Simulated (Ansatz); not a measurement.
Results of PBE0 (PAW; Ansatz, an electronic-structure program) for black phosphorus.

Settings: plane-wave cutoff 500 eV, 8×8×6 k mesh (along the axes of the cell as run), gaussian smearing 0.02 eV, scalar-relativistic PAW data made under PBE.

Cell (relaxed with r²SCAN):

```xyz
4
Lattice="1.6498 -5.5111 0.0000 1.6498 5.5111 0.0000 0.0000 0.0000 4.5564" Properties=species:S:1:pos:R:3 pbc="T T T"
P      1.6498     4.4598     4.1532
P      1.6498     1.0513     1.8750
P      1.6498    -1.0513     2.6814
P      1.6498    -4.4598     0.4032
```

### Question
Estimate the band gap that the calculation returns.

### Answer

band gap: 1.30 eV (on the SCF k mesh)

Measured, for comparison: band gap 0.35 eV (temperature not stated, no zero-point or thermal correction; as tabulated in Das et al. (2018), arXiv:1807.05623). Computed (rounded) less measured: band gap +0.95 eV.

Note: the cell comes from a level without a dispersion term, which matters for the spacing of layers, chains or molecules; cell and atoms aren't relaxed at this level (largest force component 0.15 eV/Å, pressure -0.9 GPa).

The result took about 4 core-minutes (a rough figure).
